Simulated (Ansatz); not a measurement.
# Counterpoise correction, worked out

The pair of H₃O⁺ (SMILES [OH3+], atoms 1–4) and C₂H₂ (SMILES C#C, atoms 5–8), both closed shells, in one local arrangement (a lower one may exist), relaxed at PBE0-D4/def2-TZVP:

```
atom    x (Å)    y (Å)    z (Å)
  O1  -0.2427   0.1071  -1.4002
  H2   0.3087   0.7713  -1.8469
  H3  -0.0756   0.0320  -0.3452
  H4  -0.2291  -0.7438  -1.8697
  C5   0.6224  -0.2414   1.2812
  C6  -0.5067   0.1603   1.3921
  H7   1.6309  -0.6013   1.2596
  H8  -1.5079   0.5158   1.5290
```

Ansatz 0.2.0; basis: def2-TZVPPD; cores frozen in the correlated methods.

CCSD(T) total energies in eV:

| system | geometry | basis functions | energy |
| --- | --- | --- | --- |
| pair | pair | all | -4186.08826 |
| H₃O⁺ | as in the pair | all (partner as ghosts) | -2084.62342 |
| C₂H₂ | as in the pair | all (partner as ghosts) | -2100.46920 |
| H₃O⁺ | as in the pair | its own | -2084.61110 |
| C₂H₂ | as in the pair | its own | -2100.44052 |
| H₃O⁺ | free (PBE0-D4 minimum) | its own | -2084.79101 |
| C₂H₂ | free (PBE0-D4 minimum) | its own | -2100.44218 |

Task: Work out the interaction energy with and without the counterpoise correction, the superposition error, and the binding energy from the relaxed fragments.

Result: Without correction: -4186.08826 − (-2084.61110) − (-2100.44052) = -1.03664 eV.
With correction (each fragment in the whole basis): -4186.08826 − (-2084.62342) − (-2100.46920) = -0.99564 eV = -22.96 kcal/mol.
The superposition error is the difference, 0.04100 eV, 4 % of the uncorrected value: each fragment borrows its partner's functions.
Deformation from the free shapes: 0.17991 eV for H₃O⁺ and 0.00166 eV for C₂H₂.
Binding energy from relaxed fragments: -0.99564 + 0.17991 + 0.00166 = -0.81407 eV = -18.77 kcal/mol (electronic, without zero-point energy; negative means bound). For comparison, the corrected interaction energy by CCSD(T) at an estimated basis limit (MP2 extrapolated from triple and quadruple zeta, plus CCSD(T) − MP2 in triple zeta) is -1.037 eV; triple zeta with the correction binds less.

T1 diagnostic: at most 0.014.

For scale, one of the runs: CCSD(T)/def2-TZVPPD, 199 basis functions, launched by `ansatz run in.yaml --threads 2 --pin off --events-out ev --progress --plain --max-ram 5222MiB`. The run took 48 s on 2 CPU threads of an Arm Neoverse V1 (shared host), with 2.5 GiB of host memory at its peak.
